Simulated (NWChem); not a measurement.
Everything below was run with NWChem. System: hydrogen cyanide (CHN), charge 0, spin multiplicity 1, at a geometry optimised with PBE0/def2-SVP. Level: B3LYP/def2-TZVP, VWN1-RPA local correlation.

Job file:

```
start mol
memory heap 200 mb stack 900 mb global 1100 mb
geometry units angstroms nocenter noautoz
  C      0.000000     0.000000    -0.499780
  N      0.000000     0.000000     0.654003
  H      0.000000     0.000000    -1.579339
  symmetry group C2v
end
basis spherical
  * library def2-tzvp
end
dft
  xc b3lyp
  semidirect memsize 60000000 filesize 0
  iterations 100
end
task dft energy
```

Output (cleaned and shortened):

```
             Northwest Computational Chemistry Package (NWChem) 7.3.0
             --------------------------------------------------------

                                NWChem Input Module
                                -------------------

 Scaling coordinates for geometry "geometry" by  1.889725989
 (inverse scale =  0.529177249)

 Turning off AUTOSYM since
 SYMMETRY directive was detected!

                             Geometry "geometry" -> ""
                             -------------------------

 Output coordinates in angstroms (scale by  1.889725989 to convert to a.u.)

  No.       Tag          Charge          X              Y              Z
 ---- ---------------- ---------- -------------- -------------- --------------
    1 C                    6.0000     0.00000000     0.00000000    -0.49978000
    2 N                    7.0000     0.00000000     0.00000000     0.65400300
    3 H                    1.0000     0.00000000     0.00000000    -1.57933900

 Effective nuclear repulsion energy (a.u.)      23.8627895636

            Nuclear Dipole moment (a.u.)
            ----------------------------
        X                 Y               Z
 ---------------- ---------------- ----------------
     0.0000000000     0.0000000000     0.0000037795

      Symmetry information
      --------------------

 Group name             C2v
 Group number             16
 Group order               4
 No. of unique centers     3

      Symmetry unique atoms

     1    2    3


 Summary of "ao basis" -> "" (spherical)
 ------------------------------------------------------------------------------
       Tag                 Description            Shells   Functions and Types
 ---------------- ------------------------------  ------  ---------------------
 *                         def2-tzvp                  on all atoms

                                 NWChem DFT Module
                                 -----------------

 Summary of "ao basis" -> "ao basis" (spherical)
 ------------------------------------------------------------------------------
       Tag                 Description            Shells   Functions and Types
 ---------------- ------------------------------  ------  ---------------------
 C                         def2-tzvp                11       31   5s3p2d1f
 N                         def2-tzvp                11       31   5s3p2d1f
 H                         def2-tzvp                 4        6   3s1p

 Summary of "ao basis" -> "ao basis" (spherical)
 ------------------------------------------------------------------------------
       Tag                 Description            Shells   Functions and Types
 ---------------- ------------------------------  ------  ---------------------
 C                         def2-tzvp                11       31   5s3p2d1f
 N                         def2-tzvp                11       31   5s3p2d1f
 H                         def2-tzvp                 4        6   3s1p

      Symmetry analysis of basis
      --------------------------

        a1         32
        a2          6
        b1         15
        b2         15

            General Information
            -------------------
          SCF calculation type: DFT
          Wavefunction type:  closed shell.
          No. of atoms     :     3
          No. of electrons :    14
           Alpha electrons :     7
            Beta electrons :     7
          Charge           :     0
          Spin multiplicity:     1
          Use of symmetry is: on ; symmetry adaption is: on
[...]
 !! scf_movecs_sym_adapt:   30 vectors were symmetry contaminated

  Symmetry fudging

 !! scf_movecs_sym_adapt:   30 vectors were symmetry contaminated

 d= 0,ls=0.0,diis     5    -93.4639845019 -1.13D-04  7.83D-05  9.43D-05     0.4

 !! scf_movecs_sym_adapt:   30 vectors were symmetry contaminated

  Symmetry fudging

 !! scf_movecs_sym_adapt:   30 vectors were symmetry contaminated

  Resetting Diis
 d= 0,ls=0.0,diis     6    -93.4639963286 -1.18D-05  6.54D-06  7.49D-07     0.5

 !! scf_movecs_sym_adapt:   30 vectors were symmetry contaminated

  Symmetry fudging

 !! scf_movecs_sym_adapt:   30 vectors were symmetry contaminated

 d= 0,ls=0.0,diis     7    -93.4639964128 -8.43D-08  3.97D-06  5.12D-08     0.5

         Total DFT energy =      -93.463996412828
      One electron energy =     -172.800128960738
           Coulomb energy =       68.077082287062
    Exchange-Corr. energy =      -12.603739302746
 Nuclear repulsion energy =       23.862789563594

 Numeric. integr. density =       13.999999573688

     Total iterative time =      0.4s

                  Occupations of the irreducible representations
                  ----------------------------------------------

                     irrep           alpha         beta
                     --------     --------     --------
                     a1                5.0          5.0
                     a2                0.0          0.0
                     b1                1.0          1.0
                     b2                1.0          1.0

                       DFT Final Molecular Orbital Analysis
                       ------------------------------------

 Vector    5  Occ=2.000000D+00  E=-3.924541D-01  Symmetry=a1
              MO Center=  3.1D-17,  2.7D-17,  8.2D-01, r^2= 8.5D-01
   Bfn.  Coefficient  Atom+Function         Bfn.  Coefficient  Atom+Function
  ----- ------------  ---------------      ----- ------------  ---------------
    35      0.407179  2 N  s                 39      0.377512  2 N  pz
    42      0.219905  2 N  pz                 8     -0.199080  1 C  pz
     4     -0.190617  1 C  s                 34      0.180708  2 N  s
    36      0.179147  2 N  s                 45      0.165644  2 N  pz
    11     -0.150415  1 C  pz                 3     -0.126535  1 C  s

 Vector    6  Occ=2.000000D+00  E=-3.717582D-01  Symmetry=b2
              MO Center=  1.2D-30, -5.1D-15,  1.1D-01, r^2= 1.1D+00
   Bfn.  Coefficient  Atom+Function         Bfn.  Coefficient  Atom+Function
  ----- ------------  ---------------      ----- ------------  ---------------
    38      0.330877  2 N  py                 7      0.306981  1 C  py
    41      0.267916  2 N  py                10      0.248787  1 C  py
    44      0.139893  2 N  py                13      0.125937  1 C  py
    52     -0.026067  2 N  d -1

 Vector    7  Occ=2.000000D+00  E=-3.717582D-01  Symmetry=b1
              MO Center=  2.8D-16, -2.0D-31,  1.1D-01, r^2= 1.1D+00
   Bfn.  Coefficient  Atom+Function         Bfn.  Coefficient  Atom+Function
  ----- ------------  ---------------      ----- ------------  ---------------
    37      0.330877  2 N  px                 6      0.306981  1 C  px
    40      0.267916  2 N  px                 9      0.248787  1 C  px
    43      0.139893  2 N  px                12      0.125937  1 C  px
    54      0.026067  2 N  d  1

 Vector    8  Occ=0.000000D+00  E=-2.981449D-03  Symmetry=b2
              MO Center= -2.1D-31,  2.0D-15, -1.9D-01, r^2= 2.1D+00
   Bfn.  Coefficient  Atom+Function         Bfn.  Coefficient  Atom+Function
  ----- ------------  ---------------      ----- ------------  ---------------
    13      0.668039  1 C  py                44     -0.568635  2 N  py
    38     -0.336105  2 N  py                 7      0.292094  1 C  py
    10      0.280756  1 C  py                41     -0.239174  2 N  py
    21     -0.080109  1 C  d -1              67      0.032983  3 H  py

 Vector    9  Occ=0.000000D+00  E=-2.981449D-03  Symmetry=b1
              MO Center= -3.3D-18,  3.3D-34, -1.9D-01, r^2= 2.1D+00
   Bfn.  Coefficient  Atom+Function         Bfn.  Coefficient  Atom+Function
  ----- ------------  ---------------      ----- ------------  ---------------
    12      0.668039  1 C  px                43     -0.568635  2 N  px
    37     -0.336105  2 N  px                 6      0.292094  1 C  px
     9      0.280756  1 C  px                40     -0.239174  2 N  px
    23      0.080109  1 C  d  1              66      0.032983  3 H  px

 Vector   10  Occ=0.000000D+00  E= 3.754454D-02  Symmetry=a1
              MO Center=  1.7D-16,  1.1D-15, -2.0D+00, r^2= 2.2D+00
   Bfn.  Coefficient  Atom+Function         Bfn.  Coefficient  Atom+Function
  ----- ------------  ---------------      ----- ------------  ---------------
    65      2.888801  3 H  s                  5     -1.938434  1 C  s
    14      1.066899  1 C  pz                36     -0.393125  2 N  s
    11      0.264193  1 C  pz                 3     -0.214350  1 C  s
     8      0.180409  1 C  pz                22      0.178268  1 C  d  0
    35     -0.111377  2 N  s                 39     -0.110542  2 N  pz

 center of mass
 --------------
 x =   0.00000000 y =   0.00000000 z =   0.10976926

 moments of inertia (a.u.)
 ------------------
          40.743856865309           0.000000000000           0.000000000000
           0.000000000000          40.743856865309           0.000000000000
           0.000000000000           0.000000000000           0.000000000000

     Multipole analysis of the density
     ---------------------------------

     L   x y z        total         alpha         beta         nuclear
     -   - - -        -----         -----         ----         -------
     0   0 0 0     -0.000000     -7.000000     -7.000000     14.000000

     1   1 0 0      0.000000      0.000000      0.000000      0.000000
     1   0 1 0      0.000000      0.000000      0.000000      0.000000
     1   0 0 1     -1.198808     -0.599406     -0.599406      0.000004

     2   2 0 0     -8.793918     -4.396959     -4.396959      0.000000
     2   1 1 0      0.000000      0.000000      0.000000      0.000000
     2   1 0 1      0.000000      0.000000      0.000000      0.000000
     2   0 2 0     -8.793918     -4.396959     -4.396959      0.000000
     2   0 1 1     -0.000000     -0.000000     -0.000000      0.000000
     2   0 0 2     -7.267667    -16.109403    -16.109403     24.951139

 Task  times  cpu:        0.5s     wall:        0.5s

 Total times  cpu:        0.5s     wall:        0.5s
```
